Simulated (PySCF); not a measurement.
# Gas-phase XPS of `[H]/N=C\CC=S`, computed

Compound: C3H5NS.
Structure used (GFN2-xTB), in Å, numbered top down from 1:
```xyz
10
C3H5NS angstrom
N      1.9359    0.7702   -0.1554
C      0.9336    0.3686    0.4657
C     -0.1188   -0.6127   -0.0146
C     -1.4473    0.0419   -0.0012
S     -2.3334    0.3178   -1.3236
H      2.0637    0.4013   -1.0963
H      0.7796    0.7618    1.4659
H      0.1212   -0.9699   -1.0182
H     -0.1172   -1.4520    0.6882
H     -1.8084    0.3777    0.9670
```

Method: PySCF, delta-SCF UKS SCAN, pcX-2 on the ionised atom, pcseg-1 elsewhere, spin-free X2C. Binding energies are ΔSCF values: E(core-ionised, relaxed orbitals) − E(ground state) at a fixed geometry, referred to the vacuum level.

List the computed XPS lines with their assignment.

```tsv
atom(s)	bonded to	level	binding energy (eV)	above the level's lowest (eV)	count
N1	C (double bond) and H	N 1s	404.82	0.00	1
C2	N (double bond), C and H	C 1s	292.36	+0.75	1
C3	2 C and 2 H	C 1s	291.61	0.00	1
C4	S (double bond), C and H	C 1s	292.09	+0.48	1
S5	C (double bond)	S 1s	2476.66	0.00	1
```

Lowest listed C 1s: C3, bonded to 2 C and 2 H. Highest, 0.75 eV above it: C2, bonded to N (double bond), C and H. Summing the Pauling electronegativity differences to the bonded atoms, each weighted by its formal bond order, gives -0.70 for the lowest site and +0.63 for the highest; no listed site has a larger sum than the highest.

What is the longest wavelength that can ionise C 1s of C3 vertically?

λ = hc/E = 12398.42 eV Å / 291.61 eV = 42.517 Å.

Not every level is listed. The unrestricted hole states depart most from a pure doublet (⟨S²⟩ = 0.75; over 0.85 named) for C 1s of C4 (1.00), which makes this value less certain. Geometry: GFN2-xTB, one conformer, isolated molecule.
